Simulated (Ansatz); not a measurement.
Molecule: methanamine, CH$_{5}$N (charge 0, singlet). SMILES: CN
Geometry: optimised at B3LYP-D3(BJ)/def2-TZVP (Ansatz, a first-principles code).

Quantity: vertical triplet-singlet gap (E(triplet) - E(singlet); each state is the SCF solution reached for its spin), in kJ/mol. Cores are frozen in the correlated levels unless marked. UHF or UKS for open shells. No spin-orbit coupling. No relativistic terms. Basis-set limits of correlation are two-point, X^-3; Hartree-Fock from the larger set. [CCSD(T)-MP2]/basis is that difference in the basis named.

```
level           program  vertical triplet-singlet gap (kJ/mol)
--------------  -------  -------------------------------------
HF/aug-cc-pVDZ   Ansatz                                  461.9
HF/def2-TZVPPD   Ansatz                                  489.1
```

Task: Predict the RI-MP2/CBS(def2-TZVPPD,def2-QZVPPD)+[CCSD(T)-MP2]/def2-TZVPPD result (Ansatz).

Result: 573.8 kJ/mol
